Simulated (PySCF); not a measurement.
AlF3.NH3, optimised at PBE0/def2-TZVP:

```xyz
8

N     -0.0112     0.0267    -0.0364
Al    -0.0187     0.8228    -1.8688
F      1.5760     1.2449    -2.0229
F     -1.1000     2.0603    -1.6576
F     -0.5359    -0.4742    -2.7610
H     -0.2867    -0.9504    -0.0687
H      0.9157     0.0822     0.3752
H     -0.6588     0.5195     0.5714
```

Computed with PySCF and rigid-rotor harmonic-oscillator thermochemistry at 1 bar. 6-31G* has spherical d functions here. All species are closed-shell singlets. B3LYP is the form with VWN-RPA correlation. Adducts (AlF3.NH3) have no counterpoise correction, and HF, PBE, BLYP, B3LYP and PBE0 lack dispersion. AlF3.NH3: computed as isolated molecules; such fragments, hydroxides, amides, oligomers or adducts are transient or little studied in the gas. Warning, point group unlike the PBE0 one: AlF3.NH3 (PBE/def2-SVP).

Task: List the harmonic frequencies (cm⁻¹, unscaled) at this level and at the other levels, each on its own geometry.

Result: 
- PBE0/def2-TZVP: 45, 150, 150, 239, 239, 292, 496, 660, 660, 676, 893, 893, 1262, 1654, 1654, 3486, 3599, 3599
- B3LYP/6-31G*: 101, 128, 128, 247, 247, 288, 482, 653, 653, 690, 926, 926, 1285, 1698, 1698, 3452, 3572, 3572
- HF/6-31G*: 93, 149, 149, 262, 262, 308, 496, 713, 714, 724, 964, 964, 1425, 1826, 1826, 3668, 3792, 3792
- PBE/def2-SVP: 126, 127, 134, 230, 230, 280, 479, 611, 611, 668, 903, 904, 1166, 1569, 1569, 3380, 3504, 3504
